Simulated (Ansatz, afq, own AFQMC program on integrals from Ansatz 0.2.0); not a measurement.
# GeNH₂, doublet: a scan with AFQMC

```xyz
4

Ge    0.0000   -0.0506    0.2877
N     0.0000    0.1992   -1.4068
H     0.0000    1.3856    0.9486
H     0.0000   -0.5080   -2.1327
```

The Ge1–N2 distance is changed with both sides rigid. Energies in mEh count from this geometry (1.713 Å) at the same level; the start stands on UHF, each point on the determinant named.

Basis cc-pVDZ. Only valence electrons are correlated. AFQMC by an in-house program on the Cholesky factors that Ansatz 0.2.0 writes for its CCSD(T) run. The CISD trial takes its coefficients from CCSD amplitudes. Released means that phaseless walkers are propagated on without the constraint, phases kept. ± is one standard error of the sampling. No spin–orbit coupling.

Cautions, each for one point or more: CCSDT(Q) on the ROHF determinant differs, perhaps since the unrestricted series falls towards higher spin; an unrestricted solution with more broken spin lies lower; higher spins were not checked; inner d shell frozen; no relativity below Rb; no spin-orbit coupling; strong correlation; unrestricted determinant slightly spin contaminated; unrestricted determinant spin contaminated; walk and cluster series may follow different spin states.

| r(Ge1–N2) / Å | det. | T1 | weight | ⟨S²⟩ | wB97M-V | B2PLYP | CCSD(T) |
| --- | --- | --- | --- | --- | --- | --- | --- |
| 1.547 | UHF | 0.039 | 0.85 | 0.81 | 23.8 | 26.1 | 30.2 |
| 1.851 | UHF | 0.069 | 0.78 | 0.84 | 8.5 | 7.9 | 4.6 |
| 2.335 | UHF¶ | 0.087 | 0.73 | 1.75 | 77.6§ | 79.2§ | 71.5 |
| 3.183 | UHF¶ | 0.015 | 0.89 | 1.78 | 118.2§ | 117.8§ | 106.9 |

(1) Estimate the curve of phaseless AFQMC with a CISD trial, counted from the same start.

## Answers

(1) 
| r(Ge1–N2) / Å | det. | T1 | weight | ⟨S²⟩ | ph-AFQMC/CISD |
| --- | --- | --- | --- | --- | --- |
| 1.547 | UHF | 0.039 | 0.85 | 0.81 | 32.2 ± 1.2 |
| 1.851 | UHF | 0.069 | 0.78 | 0.84 | 5.2 ± 1.4 |
| 2.335 | UHF¶ | 0.087 | 0.73 | 1.75 | 69.1 ± 1.4 |
| 3.183 | UHF¶ | 0.015 | 0.89 | 1.78 | 107.6 ± 1.2 |

Weight is that of the determinant in the CISD state; at the start T1 is 0.069 and the weight 0.78, and ⟨S²⟩ is 0.83. ¶ marks points with a poor determinant and no full CI, where no value is sure; they don't count among the departures. § marks a functional whose ⟨S²⟩ is too high by over 0.1. Largest departures from phaseless AFQMC with a CISD trial: CCSD(T) -2.0 mEh at 1.547 (on UHF) (within the noise), wB97M-V -8.4 mEh at 1.547, B2PLYP -6.1 mEh at 1.547. The walk's constraint bias lies outside its error bars, so these are departures and not errors. Functionals count only at points shown to share the start's state and spin. In this small basis the wave-function levels are far from their limit, so their gap to the functionals isn't the functionals' error.

A walk keeps the symmetry of its determinant, which the program's search chose and which needn't be the lowest solution, so a lower state of the same spin and another symmetry isn't excluded.
